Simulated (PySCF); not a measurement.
**Working out the ionisation energy of Cl**

Cl [Ne] 3s2 3p5 (2P) → Cl⁺ [Ne] 3s2 3p4 (3P). Calculation: PySCF 2.14, in aug-cc-pCVTZ-DK with one added diffuse shell each of s, p, d, f type (9s8p6d4f, 91 functions); the spin-free X2C one-electron Hamiltonian (Gaussian nucleus). Frozen: nothing. Energies in hartree (1 hartree = 27.21139 eV):

| part | Cl (lower) | Cl⁺ (upper) |
| --- | --- | --- |
| UHF | -460.895038 | -460.463189 |
| MP2 opposite-spin | -0.369652 | -0.341013 |
| MP2 same-spin | -0.133815 | -0.124928 |

Q: What does Hartree-Fock give?

A: (-460.463189) − (-460.895038) = 0.431849 hartree = 11.751 eV.

Q: What do MP2 and SCS-MP2 (6/5 opposite-spin, 1/3 same-spin) give?

A: The opposite-spin parts differ by 0.779 eV and the same-spin parts by 0.242 eV. MP2: 11.751 + (0.779) + (0.242) = 12.772 eV. SCS-MP2: 11.751 + 1.2 × (0.779) + (0.242)/3 = 12.766 eV.

Measured between the centres of the two terms (NIST): 12.974 eV, so MP2 (all electrons) is off by -0.202 eV.

What remains against the reference includes basis incompleteness and correlation beyond second order.
